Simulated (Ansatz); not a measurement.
Start from `N=C(N)S` and change one atom or group to get `CSC(=N)N`.

Ansatz, PBE0-D4/def2-TZVP geometries, multiplicity 1. Each molecule was computed in one conformer, which needn't be the lowest.

| property | `N=C(N)S` |
| --- | --- |
| LUMO energy (PBE0/def2-TZVPP) / eV | -0.03 |
| HOMO energy (PBE/def2-TZVPP) / eV | -5.94 |
| HOMO–LUMO gap (ωB97M-V/def2-TZVPP) / eV | 11.30 |
| HOMO energy (ωB97M-V/def2-TZVPP) / eV | -9.44 |
| HOMO–LUMO gap (B3LYP/def2-TZVPP) / eV | 6.67 |
| size of the dipole moment (PBE/def2-TZVPP) / D | 2.29 |

Question: Give the same properties after the change, and the shifts. (Best estimate.)

Answer: Ansatz gave: 
```csv
property,`CSC(=N)N`,shift
LUMO energy (PBE0/def2-TZVPP) / eV,0.35,0.38
HOMO energy (PBE/def2-TZVPP) / eV,-5.47,0.47
HOMO–LUMO gap (ωB97M-V/def2-TZVPP) / eV,10.92,-0.38
HOMO energy (ωB97M-V/def2-TZVPP) / eV,-8.89,0.55
HOMO–LUMO gap (B3LYP/def2-TZVPP) / eV,6.53,-0.14
size of the dipole moment (PBE/def2-TZVPP) / D,3.19,0.90
```

With PBE0 the HOMO rises by 0.52 eV and the LUMO rises by 0.38 eV, so the gap narrows by about 0.14 eV. PBE moves the HOMO by 0.47 eV and ωB97M-V by 0.55 eV. Dipoles are sizes alone; their direction can turn.

B3LYP here is the variant with VWN-RPA as its local correlation; programs differ in this.
